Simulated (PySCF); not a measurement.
Worked example: the barrier

An elementary step of BNH$_{6}$, closed shell (BNH₄ ([BH2][NH2]) + H₂ → BH₃ + NH₃ (still joined by a long B–N bond); bonds formed: B1–H6, N2–H5; bonds broken: H5–H6; bonds weakened to dative contacts: B1–N2). “Start” is the structure reached by relaxing down from the saddle towards the reactants; PBE0-D4/def2-TZVP structures. The saddle:

```
atom    x (Å)    y (Å)    z (Å)
  B1  -0.0890  -0.6378  -0.1824
  N2   0.0073   0.7461   0.5555
  H3   0.7429  -1.4368   0.1412
  H4  -1.2054  -1.0073  -0.4113
  H5   0.3346   0.5275  -0.7675
  H6   0.3465  -0.2342  -1.4045
  H7  -0.8554   1.1958   0.8101
  H8   0.7186   0.8468   1.2590
```

PySCF 2.14 with density fitting (its default auxiliary sets; JK sets also for MP2 and CCSD(T)); basis: def2-TZVPP and def2-QZVPP; cores frozen in the correlated methods.

Energies in eV:

| quantity | saddle | start |
| --- | --- | --- |
| Hartree–Fock, triple zeta (X = 3) | -2247.03507 | -2249.35251 |
| Hartree–Fock, quadruple zeta (X = 4) | -2247.16202 | -2249.48551 |
| MP2 correlation, X = 3 | -10.34908 | -9.73066 |
| MP2 correlation, X = 4 | -10.96687 | -10.32756 |
| CCSD(T) correlation, X = 3 | -11.51214 | -10.94343 |

Problem. Work out the barrier at the basis limit: extrapolate Hartree–Fock as E(X) = E∞ + A exp(−7.88 √X) and the MP2 correlation as E(X) = E∞ + B X^−2.97 (the exponents that Neese and Valeev fitted for def2-TZVPP and QZVPP), then add CCSD(T) − MP2 in triple zeta.

Solution. Each step is linear, so take the differences first (saddle − start): Hartree–Fock 2.31744 (X = 3) and 2.32349 (X = 4); MP2 correlation -0.61842 and -0.63931; CCSD(T) correlation -0.56871.
Two points give E∞ = E(4) + w [E(4) − E(3)], with w = 1/(exp(7.88 (2 − √3)) − 1) = 0.1377 for Hartree–Fock and w = 1/((4/3)^2.97 − 1) = 0.7407 for the correlation.
Hartree–Fock: 2.32349 + 0.1377 × 0.00605 = 2.3243 eV.
MP2 correlation: -0.63931 + 0.7407 × (-0.02089) = -0.6548 eV.
CCSD(T) − MP2: -0.56871 − (-0.61842) = 0.0497 eV.
Sum: 2.3243 + (-0.6548) + 0.0497 = 1.7192 eV, or 39.65 kcal/mol. Plain CCSD(T) in triple zeta gives 1.7487 eV, so the larger basis shifts the result by -0.0295 eV.

T1 diagnostic: at most 0.014.

Labels in which every atom is bracketed show which atoms are joined, not bond orders.

For scale, one of the runs: CCSD(T)/def2-TZVPP, 146 basis functions, launched by `OMP_NUM_THREADS=4 python run.py`. Time: 60 s of wall clock on 4 CPU threads of an Arm Neoverse V1; the host was shared. Peak host memory: 0.75 GiB.
